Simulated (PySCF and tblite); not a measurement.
Values are calculated unless marked as measured or tabulated.
Stationary points of C₃H₅N at B3LYP-D3(BJ)/def2-SVP, in Å:

Structure A

```
 1 C    -1.575    0.040    0.046
 2 C    -0.373   -0.432   -0.312
 3 C     0.886    0.182    0.119
 4 N     2.015   -0.294   -0.241
 5 H    -1.670    0.922    0.688
 6 H    -2.502   -0.433   -0.286
 7 H    -0.271   -1.314   -0.953
 8 H     0.776    1.075    0.768
 9 H     2.781    0.263    0.154
```

Structure B

```
 1 C    -1.602    0.009    0.056
 2 C    -0.358   -0.479   -0.039
 3 C     0.841    0.395    0.013
 4 N     2.019    0.008   -0.069
 5 H    -1.772    1.085    0.177
 6 H    -2.486   -0.633    0.017
 7 H    -0.167   -1.551   -0.160
 8 H     0.569    1.479    0.139
 9 H     2.957   -0.313   -0.135
```

Structure C

```
 1 C    -1.514    0.030    0.143
 2 C    -0.241   -0.390    0.119
 3 C     0.888    0.488   -0.214
 4 N     2.123    0.173   -0.260
 5 H    -1.770    1.069   -0.091
 6 H    -2.338   -0.641    0.394
 7 H     0.002   -1.434    0.356
 8 H     0.620    1.534   -0.449
 9 H     2.243   -0.823   -0.023
```

Geometries: B3LYP-D3(BJ)/def2-SVP; energies: PBE0/pcSseg-1 + D3(BJ); zero-point and thermal terms from GFN2-xTB harmonic modes (soft modes blended into free rotors).

Task: Which structure is a saddle point, and along which motion?

Result: B: one imaginary mode (1136i cm⁻¹ at GFN2-xTB, mostly on H9, N4), along the planar inversion at N4 (torsion C2–C3–N4–H from 0° to -180°).

Task: Give their symmetry and energies above the lowest.

Result: A Cs, 0.0 kcal/mol; B Cs, 28.0 kcal/mol; C Cs, 0.7 kcal/mol.

In real samples N–H and O–H hydrogens exchange between molecules, which also interchanges these forms.
